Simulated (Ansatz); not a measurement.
**How far each method lies from UCCSDT(Q) for HAsSi, triplet**

Geometry: displaced at random from a stationary point.

```xyz
3

Si    0.1196    0.0222    1.7278
As   -0.0453   -0.0279   -0.6360
H     0.0314    1.4578   -0.8656
```

Basis cc-pVDZ; Ansatz 0.2.0. Correlated methods freeze the noble-gas cores and the filled d shells of p-block atoms, which leaves 10 electrons in 31 orbitals. R marks a restricted (for open shells ROHF) determinant, U an unrestricted one. Active spaces: valence = (10e, 9o) chosen from the atoms' valence shells. No spin–orbit coupling is included, and no scalar relativity.

Full CI isn't at hand for all of this; UCCSDT(Q) serves as the reference, and is uncertain by the last step of the cluster series or more. The frozen core follows each run's orbitals, which can shift R against U totals by a few meV for light atoms and by up to 0.1 eV past Ca.

The UHF ⟨S²⟩ is 2.027 and the T1 diagnostic (RCCSD) is 0.0244. The largest doubles amplitude (RCCSD) is 0.067. The T1 diagnostic (UCCSD) is 0.0241.

| level | E − E(UCCSDT(Q)) (kcal/mol) | wall time |
| --- | --- | --- |
| UHF | 119.87 | – |
| UMP2 | 27.95 | – |
| UCCSD | 4.84 | – |
| UCCSD(T) | 1.08 | 27 s |
| UCCSDT | 0.24 | – |

Run but not shown, since their state, orbitals or frozen core can't be matched to the reference's or they repeat it: RHF, RMP2, CISD, RCCSD, RCCSD(T), BCCD(T), RCCSDT, RCCSDT(Q), CASSCF (valence space), NEVPT2 (valence space), MRCISD (valence space), MRCISD+Q (valence space).

Times hold each run's SCF and search for its determinant on a shared host, so for small cases they say little of a method's own cost; they ran on 1 thread of Intel Xeon Platinum 8259CL.

Natural occupations of CASSCF (valence space) about the gap: 1.993 1.976 1.970 1.934 1.002 0.998 0.060 0.038 0.031; effectively unpaired electrons, Σ n²(2−n)², 2.04.
